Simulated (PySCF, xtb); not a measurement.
CH₃O, SMILES C[O] (connectivity only; charge and spin as stated), charge -1, multiplicity 1.

GFN2-xTB (xtb 6.7.1) at its own geometry gives an orbital gap of 10.73 eV.

Geometry: B3LYP-D3(BJ)/def2-TZVPD. The multiplicity is an assumed one; other spin states were not compared. The isomer is the one that the SMILES or the coordinates give; other isomers of the formula were not compared.

Task: What does PySCF with r2SCAN/def2-TZVPD give? (Estimate from the structure and the level; the computed values follow.)

Result: gap 2.98 eV (levels 1.88 and 4.86 eV).
